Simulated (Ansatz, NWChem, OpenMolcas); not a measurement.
## SiH4 (silane): methods side by side

The species is SiH4 (5 atoms), meant as a singlet with charge 0. SMILES: `[SiH4]`. Geometry: relaxed at PBE0-D4/def2-TZVP.

Each level gives the HOMO–LUMO gap (eV). The values are calculated.

| level | kind | program | value (eV) | CPU time |
| --- | --- | --- | --- | --- |
| BLYP/cc-pVTZ | GGA | Ansatz | 8.86 | 3 s |
| revPBE/cc-pVTZ | GGA | OpenMolcas | 8.89 | 18 s |
| TPSS/cc-pVTZ | meta-GGA | OpenMolcas | 9.34 | 25 s |
| BHLYP/cc-pVTZ | global hybrid | NWChem | 13.18 | 35 s |
| M06-2X/cc-pVTZ | hybrid meta-GGA | OpenMolcas | 13.11 | 24 s |
| r2SCAN0/cc-pVTZ | hybrid meta-GGA | Ansatz | 11.55 | 5.5 s |
| wB97M-V/cc-pVTZ | range-separated hybrid | Ansatz | 15.06 | 17 s |
| B2PLYP/cc-pVTZ | double hybrid | OpenMolcas | 13.42 | 15 s |

The values span 8.86 to 15.06 eV. Orbital gaps aren't excitation energies, and those of double hybrids come from the SCF part alone; they tend to grow with the share of exact exchange. CPU times are rough (shared hosts, several kinds of processor): they show what a rung costs within a factor of a few.
